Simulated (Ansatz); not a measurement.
A made-up structure of CH3OS, doublet:

| atom | x (Å) | y (Å) | z (Å) |
| --- | --- | --- | --- |
| O1 | -0.4378 | -0.9333 | -0.5319 |
| C2 | 0.2970 | 0.0262 | 0.1629 |
| S3 | -0.0051 | 1.7276 | -0.2494 |
| H4 | -1.3364 | -0.6067 | -0.6388 |
| H5 | 0.0298 | 3.0867 | -0.2812 |
| H6 | 0.1250 | -0.0204 | 1.2527 |

It is relaxed with PBE-D4/def2-SVP and then PBE0-D4/def2-TZVP (Ansatz 0.2.0). Atoms count as bonded within 1.22 times the sum of their covalent radii (H–H: 0.88 Å). The end point is not checked to be a true minimum.

Problem. Does its bonding change? (Judge from chemistry; the calculation decides.)

Solution. Computed: No: no bond forms or breaks.

Where it ends: The first stage lowers the energy by 2.64 eV in 17 steps. It ends as CH₃OS ([OH][CH][SH]):
```
6
angstrom
O -0.7986 -0.6627 -0.0502
C 0.2046 0.2061 0.1966
S 0.3425 1.6955 -0.6542
H -1.2560 -0.3763 -0.8502
H -0.5963 2.4409 -0.0117
H 0.7765 -0.0233 1.0841
```

Labels in which every atom is bracketed show which atoms are joined, not bond orders.

For scale, one of the runs: PBE0-D4/def2-TZVP relaxation, 117 basis functions, launched by `ansatz run in.yaml --threads 2 --pin off --events-out ev --progress --plain --max-ram 4352MiB`. Hardware: 2 CPU threads of an Arm Neoverse V2, shared host. Wall time about 17 s.
